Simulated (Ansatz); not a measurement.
Energy needed to pull apart AlH2SO (SMILES [OH][Al][SH]), doublet, into free ground-state atoms, from the structure below (displaced at random from a GFN2-xTB minimum); no zero-point or spin–orbit terms; open-shell atoms are treated unrestricted, in their ground-state multiplicity.

O1  (-1.229, -0.929, -0.022)
Al2  (0.529, -0.804, -0.377)
S3  (1.837, 0.891, -0.074)
H4  (-2.143, -0.896, 0.296)
H5  (0.898, 1.661, 0.194)
(Å)

Computed with Ansatz 0.2.0 (basis: def2-TZVPP); correlated methods freeze the cores; orbitals are unrestricted.

```
    method  atomization energy (eV)
    PBE-D4                        ?
 r2SCAN-D4                    15.92
   PBE0-D4                    15.52
r2SCANh-D4                    15.73
  BHLYP-D4                    14.91
   wB97M-V                        ?
        HF                    10.75
       MP2                    15.73
      CCSD                    14.84
   CCSD(T)                    15.16
```

Q: What does wB97M-V give? (An estimate is asked for; the value comes from the calculation.)

A: Computed: 15.72 eV, which is about 0.56 eV more than CCSD(T)/def2-TZVPP.

Q: What does PBE-D4 give? (To be estimated.)

A: By the calculation: 15.97 eV, which is about 0.82 eV more than CCSD(T)/def2-TZVPP.

In triple zeta the MP2 and coupled-cluster atomization energies are still short of their basis limit by a few kcal/mol a bond, whereas those of the functionals are nearly converged, so these differences are not deviations from converged CCSD(T).

No T1 diagnostic of these runs exceeds 0.016. ⟨S²⟩ of the unrestricted Hartree–Fock references: 0.75 (a pure state has 0.75).

For scale, one of the runs: CCSD(T)/def2-TZVPP forces, 143 basis functions (an equivalent command: `ansatz run in.yaml --threads 4`). The run took 120 s on 4 CPU threads (shared host), with 3.2 GiB of host memory at its peak.
